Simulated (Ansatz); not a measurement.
BNH4 (SMILES BN): the energy, rung by rung

BNH4: 6 atoms, total charge 0, spin state singlet. SMILES: `BN`. The shape is that of a PBE0-D4/def2-TZVP optimisation.

```xyz
6

B    -0.1282   -0.6796   -0.0256
N     0.1461    0.6774    0.0108
H     0.2258   -1.3680    0.8875
H    -0.7120   -1.1287   -0.9692
H    -0.1216    1.3137   -0.7208
H     0.6320    1.1214    0.7713
```

Each level gives the energy change with the B1–H3 bond stretched from 1.197 to 1.496 Å (eV). The values are calculated.

| level | kind | program | value (eV) | less FCI/STO-3G | CPU time (all runs) |
| --- | --- | --- | --- | --- | --- |
| HF/STO-3G (restricted) | Hartree–Fock | Ansatz | 1.31 | +0.32 | 0.13 s |
| BLYP/STO-3G (restricted) | GGA | Ansatz | 0.97 | -0.02 | 1.6 s |
| PBE/STO-3G (restricted) | GGA | Ansatz | 0.99 | 0.00 | 1.6 s |
| r2SCAN/STO-3G (restricted) | meta-GGA | Ansatz | 1.06 | +0.07 | 3.7 s |
| B3LYP/STO-3G (restricted) | global hybrid | Ansatz | 1.06 | +0.07 | 1.7 s |
| wB97M-V/STO-3G (restricted) | range-separated hybrid | Ansatz | 1.10 | +0.11 | 24 s |
| CCSD/STO-3G (restricted) | coupled cluster or CI | Ansatz | 0.99 | 0.00 | 0.2 s |
| FCI/STO-3G | exact in the basis | Ansatz | 0.99 | 0.00 | 7.5 s |

FCI/STO-3G is exact within its basis and frozen core, so for wave-function methods in that basis the difference is their error; functionals converge differently with the basis, so for them it is only a difference. The first shape isn't each level's own minimum. The values span 0.97 to 1.31 eV. All rows use very small basis sets, so even the best lies far from the true value. CPU times are rough (shared hosts, several kinds of processor): they show what a rung costs within a factor of a few.
